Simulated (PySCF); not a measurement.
Species: C2H4Cl (charge 0, doublet). It need not be the lowest isomer of its formula. 
Coordinates optimised at B3LYP-D3(BJ)/def2-TZVP (Ansatz):
```xyz
7

C      0.0564     0.7313    -0.1308
C      1.5231     0.6764     0.0481
Cl    -0.8683    -0.7044     0.0493
H     -0.4610     1.5395    -0.6239
H      1.9378     1.6857     0.0383
H      1.7926     0.1987     0.9939
H      2.0151     0.1039    -0.7502
```
Charge 0, spin multiplicity 2.

Dispersion corrections to the total energy (kcal/mol) from the dftd3 and dftd4 libraries through PySCF: D3(BJ) without and D4 with the three-body term, each with the damping fitted for the functional named.

```tsv
functional	D3(BJ)	D4
HF	-22.78	-9.26
HSE06	-1.61	-1.78
B2GP-PLYP	-1.57	-0.96
CAM-B3LYP	-1.94	-1.93
B2PLYP	-2.06	[?]
BHLYP	[?]	-2.66
r2SCAN	-0.68	[?]
```

**Question.** Complete the blanks.

**Answer.** 
- B2PLYP, D4: -1.62
- BHLYP, D3(BJ): -3.50
- r2SCAN, D4: -0.55
